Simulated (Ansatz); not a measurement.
We consider rhombohedral A7 As, described by LDA in Ansatz (plane waves, PAW).

Run with plane-wave cutoff 520 eV, 20×20×20 k mesh, Fermi–Dirac smearing 0.074 eV (set by the program), scalar-relativistic PAW data made under PBE.

Cell (measured lattice):

As is modelled in the trigonal space group R-3m, hexagonal axes (No. 166), Pearson symbol hR2. Cell: a = b = 3.760 Å, c = 10.546 Å, α = β = 90.00°, γ = 120.00°. As on 6c has 3 As at 2.520 Å (trigonal pyramidal). (Neighbours: up to the widest gap in distance over summed covalent radii, below 1.35, at either atom.)
(The calculation used a cell of 2 atoms; values per cell refer to that cell.)

Question: Predict the elastic constant C13, elastic constant C44, elastic constant C66, elastic constant C11, elastic constant C12 and elastic constant C33.

Answer: 
* **elastic constant C13**: 28.1 GPa
* **elastic constant C44**: 35.6 GPa
* **elastic constant C66**: 41.0 GPa
* **elastic constant C11**: 126 GPa
* **elastic constant C12**: 44.2 GPa
* **elastic constant C33**: 32.5 GPa

Note: the cell isn't this level's own, so it is under some stress, which shifts stiffness and frequencies.

Elastic constants are with the ions relaxed.

The computed numbers hold no vibrational or temperature effects.

The result took very roughly 50 core-minutes.

Ansatz is a quantum-chemistry and plane-wave program.
